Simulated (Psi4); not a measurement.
**SiO2 (silicon dioxide molecule), step by step**

We compute a geometry optimisation (MP2/def2-SVP), then the harmonic vibrations, then the energy (FNO-CCSD(T)/cc-pVTZ) of SiO2 (silicon dioxide molecule). 

The calculation is run with Psi4 1.11.

**1. The molecule**

The species is SiO2 (3 atoms), meant as a singlet with charge 0. SMILES: `O=[Si]=O`. The coordinates come from a GFN2-xTB relaxation. The run starts from this shape.

Bond lengths: O1–Si2 1.491 Å, Si2–O3 1.491 Å. Angles: O1–Si2–O3 179.9°.

**2. A geometry optimisation at MP2/def2-SVP (density fitting, density fitting for correlation) (run 1)**

Contents of job.py:

```python
import psi4

psi4.set_memory('1600 MB')
psi4.set_num_threads(1)
psi4.set_output_file('output.dat', False)

geom = psi4.geometry("""
0 1
O      1.30623539     2.30034471     0.97082790
Si    -0.00137950     0.00083148    -0.00030236
O     -1.30487479    -2.30119509    -0.97052554
units au
""")

psi4.set_options({
    'geom_maxiter': 60,
    'num_frozen_docc': 7,
})

energy_value = psi4.optimize("mp2/def2-SVP", molecule=geom)
print(f'total energy {energy_value:.8f} hartree = {energy_value * 27.211386:.5f} eV')
geom.save_xyz_file('final.xyz', False)
```

Started as:

```
$ python job.py
```

output.dat:

```text
Psi4 1.11 release

gradient() will perform analytic gradient computation.
    SCF Algorithm Type (re)set to DF.

   => Loading Basis Set <=

    Name: DEF2-SVP
    Role: ORBITAL
    Keyword: BASIS

         ---------------------------------------------------------
                                   SCF
                              RHF Reference
                        1 Threads,   1525 MiB Core
         ---------------------------------------------------------

  ==> Geometry <==

    Molecular point group: cs
    Full point group: Cs

    Geometry (in Bohr), charge = 0, multiplicity = 1:

       Center              X                  Y                   Z               Mass
    ------------   -----------------  -----------------  -----------------  -----------------
         O            1.555939613453     2.349362665074     0.000000000000    15.994914619570
         SI          -0.001116476312     0.000684715522     0.000000000000    27.976926534650
         O           -1.553986769284    -2.350560310470     0.000000000000    15.994914619570

  Running in cs symmetry.

  Rotational constants: A = 669971.68517  B =      0.23700  C =      0.23700 [cm^-1]
  Rotational constants: A = 20085245828.74863  B =   7105.09609  C =   7105.09357 [MHz]
  Nuclear repulsion =   90.849657300185001

  Charge       = 0
  Multiplicity = 1
  Electrons    = 30
  Nalpha       = 15
  Nbeta        = 15

  ==> Algorithm <==

  SCF Algorithm Type is DF.
  DIIS enabled.
  MOM disabled.
  Fractional occupation disabled.
  Guess Type is SAD.
  Energy threshold   = 1.00e-10
  Density threshold  = 1.00e-10
  Integral threshold = 1.00e-12

  ==> Primary Basis <==

  Basis Set: DEF2-SVP
    Blend: DEF2-SVP
    Number of shells: 20
    Number of basis functions: 46
    Number of Cartesian functions: 49
    Spherical Harmonics?: true
    Max angular momentum: 2

   => Loading Basis Set <=

    Name: (DEF2-SVP AUX)
    Role: JKFIT
    Keyword: DF_BASIS_SCF

  ==> Integral Setup <==

  DFHelper Memory: AOs need 0.005 GiB; user supplied 1.118 GiB.
  SCF_SUBTYPE=INCORE selected. In-core MEM_DF algorithm will be used.
  Using in-core AOs.

  ==> MemDFJK: Density-Fitted J/K Matrices <==

    J tasked:                   Yes
    K tasked:                   Yes
    wK tasked:                   No
    Memory [MiB]:              1144
    Algorithm:                 Core
    Schwarz Cutoff:           1E-12
    Mask sparsity (%):       1.4178
    Fitting Condition:        1E-10

   => Auxiliary Basis Set <=

  Basis Set: (DEF2-SVP AUX)
    Blend: DEF2-UNIVERSAL-JKFIT
    Number of shells: 88
    Number of basis functions: 282
    Number of Cartesian functions: 341
    Spherical Harmonics?: true
    Max angular momentum: 4

  Minimum eigenvalue in the overlap matrix is 1.9203968924E-02.
  Reciprocal condition number of the overlap matrix is 5.8003248581E-03.
    Using symmetric orthogonalization.

  ==> Pre-Iterations <==

  SCF Guess: Superposition of Atomic Densities via on-the-fly atomic UHF (no occupation information).

   -------------------------
    Irrep   Nso     Nmo
   -------------------------
     A'        33      33
     A"        13      13
   -------------------------
    Total      46      46
   -------------------------

  ==> Iterations <==

                           Total Energy        Delta E     RMS |[F,P]|

   @DF-RHF iter SAD:  -437.33725898962473   -4.37337e+02   0.00000e+00
   @DF-RHF iter   1:  -438.19198742177241   -8.54728e-01   2.04444e-02 ADIIS/DIIS
   @DF-RHF iter   2:  -438.25044320566064   -5.84558e-02   1.84240e-02 ADIIS/DIIS
   @DF-RHF iter   3:  -438.41562357491784   -1.65180e-01   5.99090e-04 ADIIS/DIIS
   @DF-RHF iter   4:  -438.41591327667317   -2.89702e-04   8.36959e-05 DIIS
   @DF-RHF iter   5:  -438.41592364218621   -1.03655e-05   2.35657e-05 DIIS
   @DF-RHF iter   6:  -438.41592502595358   -1.38377e-06   7.51853e-06 DIIS
   @DF-RHF iter   7:  -438.41592516871447   -1.42761e-07   2.49818e-06 DIIS
   @DF-RHF iter   8:  -438.41592517720045   -8.48598e-09   1.33048e-06 DIIS
   @DF-RHF iter   9:  -438.41592517832612   -1.12567e-09   1.91105e-07 DIIS
   @DF-RHF iter  10:  -438.41592517836375   -3.76303e-11   2.12693e-08 DIIS
   @DF-RHF iter  11:  -438.41592517836432   -5.68434e-13   3.13286e-09 DIIS
   @DF-RHF iter  12:  -438.41592517836426    5.68434e-14   4.24414e-10 DIIS
   @DF-RHF iter  13:  -438.41592517836460   -3.41061e-13   1.34145e-10 DIIS
   @DF-RHF iter  14:  -438.41592517836415    4.54747e-13   6.03981e-11 DIIS
  Energy and wave function converged.

  ==> Post-Iterations <==

    Orbital Energies [Eh]
    ---------------------

    Doubly Occupied:

       1Ap   -68.846482     2Ap   -20.566694     3Ap   -20.566606
       4Ap    -6.223337     1App   -4.332878     5Ap    -4.332878
       6Ap    -4.332195     7Ap    -1.307061     8Ap    -1.277419
       9Ap    -0.641013    10Ap    -0.563617    11Ap    -0.548390
       2App   -0.548390     3App   -0.503651    12Ap    -0.503651

    Virtual:

      13Ap     0.015303     4App    0.115640    14Ap     0.115641
      15Ap     0.309918    16Ap     0.353033     5App    0.529360
      17Ap     0.529361     6App    0.589975    18Ap     0.589975
[... 6 lines of this table left out ...]
      31Ap     3.348184    13App    3.348185    32Ap     3.652555
      33Ap     3.770839

    Final Occupation by Irrep:
             Ap   App
    DOCC [    12,    3 ]
    NA   [    12,    3 ]
    NB   [    12,    3 ]

  @DF-RHF Final Energy:  -438.41592517836415

   => Energetics <=

[... 2 lines left out ...]
    Two-Electron Energy =                 259.0770588154665006
[... 16 lines left out ...]
 Dipole Y            :          0.0019365            0.0000049            0.0019413
[... 77 lines left out ...]
   Convergence cutoff =     1E-06
[... 49 lines left out ...]
	 Reference Energy          =    -438.4159251783641480 [Eh]
[... 2 lines left out ...]
	 Opposite-Spin Energy      =      -0.3358614490045330 [Eh]
[... 7 lines left out ...]
	 SCS Same-Spin Energy      =      -0.0429492207922549 [Eh]
[... 2 lines left out ...]
	 SCS Total Energy          =    -438.8619081379618478 [Eh]
[... 49 lines left out ...]
	   Step    Total Energy     Delta E     Max Force     RMS Force      Max Disp      RMS Disp   ~
[... 112 lines left out ...]
   @DF-RHF iter   0:  -438.34880063678531   -4.38349e+02   4.05991e-03
[... 2 lines left out ...]
   @DF-RHF iter   3:  -438.41228823424683   -2.86319e-05   9.11452e-05 DIIS
[... 2 lines left out ...]
   @DF-RHF iter   6:  -438.41230353461583   -9.80593e-08   1.37065e-06 DIIS
[... 2 lines left out ...]
   @DF-RHF iter   9:  -438.41230353627873   -6.76437e-12   5.66115e-09 DIIS
[... 2 lines left out ...]
   @DF-RHF iter  12:  -438.41230353627856    5.11591e-13   1.24813e-10 DIIS
[... 5 lines left out ...]
    Final Occupation by Irrep:
[... 10 lines left out ...]
    One-Electron Energy =                -784.3296876146006298
[... 16 lines left out ...]
 Dipole X            :         -0.0017272           -0.0000044           -0.0017316
[... 26 lines left out ...]
  Reference energy  = -438.412303536278614
[... 29 lines left out ...]
	 Reference Energy          =    -438.4123035362786140 [Eh]
[... 2 lines left out ...]
	 Opposite-Spin Energy      =      -0.3409111245475490 [Eh]
[... 7 lines left out ...]
	 SCS Same-Spin Energy      =      -0.0436912790160353 [Eh]
[... 2 lines left out ...]
	 SCS Total Energy          =    -438.8650881647516826 [Eh]
[... 49 lines left out ...]
	   Step    Total Energy     Delta E     Max Force     RMS Force      Max Disp      RMS Disp
[... 69 lines left out ...]
   @DF-RHF iter   0:  -438.39747254873907   -4.38397e+02   8.29842e-04
[... 2 lines left out ...]
   @DF-RHF iter   3:  -438.41089194470072   -1.34915e-06   1.96487e-05 DIIS
[... 2 lines left out ...]
   @DF-RHF iter   6:  -438.41089267553076   -4.43083e-09   2.90102e-07 DIIS
[... 2 lines left out ...]
   @DF-RHF iter   9:  -438.41089267560523   -2.84217e-13   1.23205e-09 DIIS
[... 2 lines left out ...]
   @DF-RHF iter  12:  -438.41089267560494    6.82121e-13   2.81337e-11 DIIS
[... 10 lines left out ...]
  @DF-RHF Final Energy:  -438.41089267560494
[... 5 lines left out ...]
    Two-Electron Energy =                 256.6296464738993564
[... 16 lines left out ...]
 Dipole Y            :          0.0005466            0.0000014            0.0005480
[... 29 lines left out ...]
             Iter  Converged  Remaining    Residual
[... 26 lines left out ...]
	 Singles Energy            =      -0.0000000000000000 [Eh]
[... 2 lines left out ...]
	 Correlation Energy        =      -0.4735266792712646 [Eh]
[... 7 lines left out ...]
	 SCS Opposite-Spin Energy  =      -0.4103778712533651 [Eh]
[... 44 lines left out ...]
	                                 ==> Convergence Check <==
[... 8 lines left out ...]
	  Convergence Criteria     1.00e-06 *    3.00e-04 *             o    1.20e-03 *             o
[... 68 lines left out ...]
   @DF-RHF iter   1:  -438.12354371712831   -2.08013e+00   2.27771e-02 ADIIS/DIIS
[... 2 lines left out ...]
   @DF-RHF iter   4:  -438.40825735061281   -7.75058e-03   7.55275e-04 ADIIS/DIIS
[... 2 lines left out ...]
   @DF-RHF iter   7:  -438.41072738374385   -6.30633e-05   3.03622e-05 DIIS
[... 2 lines left out ...]
   @DF-RHF iter  10:  -438.41072994604042   -2.40377e-08   8.84818e-07 DIIS
[... 2 lines left out ...]
   @DF-RHF iter  13:  -438.41072994842864   -1.08002e-12   3.73906e-09 DIIS
[... 2 lines left out ...]
   @DF-RHF iter  16:  -438.41072994842892   -2.84217e-13   1.20210e-10 DIIS
[... 25 lines left out ...]
    Final Occupation by Irrep:
[... 5 lines left out ...]
  @DF-RHF Final Energy:  -438.41072994842852

   => Energetics <=

    Nuclear Repulsion Energy =             88.4116863647128923
    One-Electron Energy =                -783.4074045109123290
    Two-Electron Energy =                 256.5849881977709401
    Total Energy =                       -438.4107299484285249

Computation Completed

Properties will be evaluated at   0.000000,   0.000000,   0.000000 [a0]

Properties computed using the SCF density matrix

 Multipole Moments:

 ------------------------------------------------------------------------------------
     Multipole            Electronic (a.u.)      Nuclear  (a.u.)        Total (a.u.)
 ------------------------------------------------------------------------------------

 L = 1.  Multiply by 2.5417464519 to convert [e a0] to [Debye]
 Dipole X            :         -0.0005529           -0.0000014           -0.0005543
 Dipole Y            :          0.0000000            0.0000000            0.0000000
 Dipole Z            :         -0.0000014           -0.0000000           -0.0000014
 Magnitude           :                                                    0.0005543

 ------------------------------------------------------------------------------------

	total time  =          0 seconds =       0.00 minutes

  //>>>>>>>>>>>>>>>>>>>>>>>>>>>>>>>>>>>//
  //               DFMP2               //
  //<<<<<<<<<<<<<<<<<<<<<<<<<<<<<<<<<<<//

  ==> Geometry <==

    Molecular point group: cs
    Full point group: C1v

    Geometry (in Bohr), charge = 0, multiplicity = 1:

       Center              X                  Y                   Z               Mass
    ------------   -----------------  -----------------  -----------------  -----------------
         O           -0.000200735563     0.000000000000     2.895545202291    15.994914619570
         SI          -0.000200735563     0.000000000000    -0.000000495764    27.976926534650
         O            0.000551844914     0.000000000000    -2.895544335144    15.994914619570

  Nuclear repulsion =   88.411686364712892
  Reference energy  = -438.410729948428525

  => Iterations <=

             Iter  Converged  Remaining    Residual
  CGR           1          0          1   1.406E-01
  CGR           2          0          1   2.385E-02
  CGR           3          0          1   6.146E-03
  CGR           4          0          1   1.539E-03
  CGR           5          0          1   3.265E-04
  CGR           6          0          1   2.971E-05
  CGR           7          0          1   4.429E-06
  CGR           8          0          1   1.074E-06
  CGR           9          1          0   3.682E-07

    CGRSolver converged.

   => Auxiliary Basis Set <=

  Basis Set: (DEF2-SVP AUX)
    Blend: DEF2-UNIVERSAL-JKFIT
    Number of shells: 88
    Number of basis functions: 282
    Number of Cartesian functions: 341
    Spherical Harmonics?: true
    Max angular momentum: 4

	-----------------------------------------------------------
	 ==================> DF-MP2 Energies <====================
	-----------------------------------------------------------
	 Reference Energy          =    -438.4107299484285249 [Eh]
	 Singles Energy            =      -0.0000000000000000 [Eh]
	 Same-Spin Energy          =      -0.1315952997688438 [Eh]
	 Opposite-Spin Energy      =      -0.3420955861574514 [Eh]
	 Correlation Energy        =      -0.4736908859262953 [Eh]
	 Total Energy              =    -438.8844208343548416 [Eh]
	-----------------------------------------------------------
	 ================> DF-SCS-MP2 Energies <==================
	-----------------------------------------------------------
	 SCS Same-Spin Scale       =       0.3333333333333333 [-]
	 SCS Opposite-Spin Scale   =       1.2000000000000000 [-]
	 SCS Same-Spin Energy      =      -0.0438650999229479 [Eh]
	 SCS Opposite-Spin Energy  =      -0.4105147033889416 [Eh]
	 SCS Correlation Energy    =      -0.4543798033118896 [Eh]
	 SCS Total Energy          =    -438.8651097517404196 [Eh]
	-----------------------------------------------------------

  -Total Gradient:
     Atom            X                  Y                   Z
    ------   -----------------  -----------------  -----------------
       1        0.000009405468     0.000000000000    -0.000098592781
       2       -0.000018785024     0.000000000000    -0.000001038454
       3        0.000009379556     0.000000000000     0.000099631235

	total time  =          1 seconds =       0.02 minutes

    			-----------------------------------------

    			 OPTKING 3.0: for geometry optimizations

    			        with contributions from

    			-----------------------------------------

	                            ===> Fragment 1 <==

	 Z (Atomic Numbers)          Masses                          Geom
	       8.000000            15.994915         -0.00020074  0.00000000  2.89554520
	      14.000000            27.976927         -0.00020074  0.00000000 -0.00000050
	       8.000000            15.994915          0.00055184  0.00000000 -2.89554434

	 - Coordinate -           - BOHR/RAD -       - ANG/DEG -
	 R(1,2)           =         2.895546           1.532257
	 R(2,3)           =         2.895544           1.532256
	 L(1,2,3)         =         3.141333         179.985108
	 l(1,2,3)         =         3.141593         180.000000

	        --- Internal Coordinate Step in ANG or DEG, aJ/ANG or AJ/DEG ---
	-------------------------------------------------------------------------------
	           Coordinate      Previous         Force          Change          New
	           ----------      --------        ------          ------        ------
	               R(1,2)       1.53226        0.00081        0.00008       1.53234
	               R(2,3)       1.53226        0.00082        0.00008       1.53234
	             L(1,2,3)     179.98511        0.00000        0.00635     179.99146
	             l(1,2,3)     180.00000        0.00000        0.00000     180.00000
	-------------------------------------------------------------------------------

	                                 ==> Convergence Check <==

	Measures of convergence in internal coordinates in au.

	Criteria marked as inactive (o), active & met (*), and active & unmet ( ).

	----------------------------------------------------------------------------------------------
	   Step    Total Energy     Delta E     Max Force     RMS Force      Max Disp      RMS Disp
	----------------------------------------------------------------------------------------------
	  Convergence Criteria     1.00e-06 *    3.00e-04 *             o    1.20e-03 *             o
	----------------------------------------------------------------------------------------------
	     4    -438.88442083   -1.48e-06      9.96e-05 *    7.14e-05 o    1.54e-04 *    1.22e-04 o  ~
	----------------------------------------------------------------------------------------------

Next Geometry in Ang
	Fragment 1 (Ang)

	    O  -0.0001345388   0.0000000000   1.5323373989
	   Si  -0.0000496175   0.0000000000  -0.0000000202
	    O   0.0002637307   0.0000000000  -1.5323371821

    Final optimized geometry and variables:
    Molecular point group: cs
    Full point group: C1v

    Geometry (in Bohr), charge = 0, multiplicity = 1:

    O           -0.000200735563     0.000000000000     2.895545202291
    SI          -0.000200735563     0.000000000000    -0.000000495764
    O            0.000551844914     0.000000000000    -2.895544335144

[set-up sections that repeat, and orbital energies of the middle runs, are left out above]
```

On the terminal:

```text
Optimizer: Optimization complete!
total energy -438.88442083 hartree = -11942.65338 eV
```

Run time: 4.2 s. Hardware: 1 thread of INTEL XEON PLATINUM 8581C at 2.10GHz (Emerald Rapids), shared host; peak memory 0.22 GiB.

Step by step:

| step | energy from the first frame kept (eV) | largest force (eV/Å) |
| --- | --- | --- |
| 0 | 0.0000 | 2.5997 |
| 1 | -0.0994 | 0.4572 |
| 2 | -0.1030 | 0.0479 |
| 3 | -0.1030 | 0.0051 |

After the run. Bond lengths: O1–Si2 1.532 Å, Si2–O3 1.532 Å. Angles: O1–Si2–O3 180.0°.

(Part 1 of 2 ends here.)
